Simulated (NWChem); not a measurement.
# Basis-set convergence for methanethiol (CH₄S)

```xyz
6

C      1.0546     0.4794     0.0000
S     -0.5765    -0.3455     0.0000
H      1.2086     1.0963     0.9067
H      1.8077    -0.3318     0.0000
H      1.2086     1.0963    -0.9067
H     -1.3282     0.7906     0.0000
```
Charge 0, spin multiplicity 1.

Everything below was run with NWChem. The geometry was optimised at PBE/def2-SVP, a minimum by its harmonic frequencies.

Quantity: vertical ionisation energy at the level ΔPBE (Δ: difference of total energies, the cation a doublet at the parent's geometry with its hole in an orbital of symmetry a" (Cs labels); it is the state that the SCF runs reached, from PBE0 orbitals for Hartree-Fock references, and need not be the lowest).

The Pople sets run with spherical d functions. The stability of the SCF solutions was not checked.

```csv
basis,functions,vertical ionisation energy (eV)
STO-3G,18,6.98
6-31+G*,48,9.32
6-311G**,68,9.34
aug-pcseg-1,86,9.34
aug-cc-pVDZ,86,9.32
def2-TZVPD,119,9.30
pcseg-2,120,9.30
cc-pVQZ,234,9.29
def2-QZVP,247,9.29
```

Smallest basis within 0.1 eV of def2-QZVP, the largest set run: 6-31+G*, with 48 functions against 247 and about 1 % of the time (also within reach: 6-311G**, aug-pcseg-1, aug-cc-pVDZ, def2-TZVPD, pcseg-2, cc-pVQZ). def2-QZVP isn't the basis-set limit itself, and a small set can land close by cancellation.
